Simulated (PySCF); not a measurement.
Species: methanol, CH4O.
SMILES: `CO`

The closed-shell ground state was solved at several levels (PySCF, density fitting, gas phase, non-relativistic). Geometry: GFN2-xTB; no solvent, vibrations or thermal averaging.

```csv
level,basis functions,total energy (Eh),HOMO (eV),LUMO (eV),gap (eV),dipole (D)
PBE0/pcSseg-1,54,-115.5748,-7.71,1.49,9.20,1.75
PBE0/def2-SVPD,75,-115.5136,-7.99,0.59,8.58,1.67
```

**Question.** Estimate the row for B3LYP/pcJ-1, a basis of 94 functions; the other rows only guide the guess.

**Answer.** Total energy -115.7298 Eh, HOMO -7.42 eV, LUMO 1.10 eV, gap 8.52 eV, dipole 1.76 D.

**Question.** Over all these levels, which gives the widest orbital gap and which the narrowest?

**Answer.** PBE0/pcSseg-1 (global hybrid, 25 % exact exchange) has the widest, 9.20 eV, and B3LYP/pcJ-1 (global hybrid, 20 % exact exchange) the narrowest, 8.52 eV. Functional and basis both differ between the two, so the spread mixes both effects.

**Question.** How far do the dipole and the HOMO energy spread over the levels?

**Answer.** The dipole runs from 1.67 to 1.76 D (mean 1.73 D) and the HOMO from -7.99 to -7.42 eV.
